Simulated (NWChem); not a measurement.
SO, triplet; SMILES O=S

Computed with NWChem. Pople sets run with spherical d functions. Spin-unrestricted. No stability test was run on the SCF state. Each level has its own optimisation; frequencies are unscaled.

For level UHF/6-31G*:

```
Quantity                           Value
---------------------------------  -----
r O–S (Å)                          1.466
highest harmonic frequency (cm⁻¹)   1317
```

Q: How do the values read with level UHF/3-21G instead?

A: 
* **r O–S (Å)**: 1.574
* **highest harmonic frequency (cm⁻¹)**: 1115
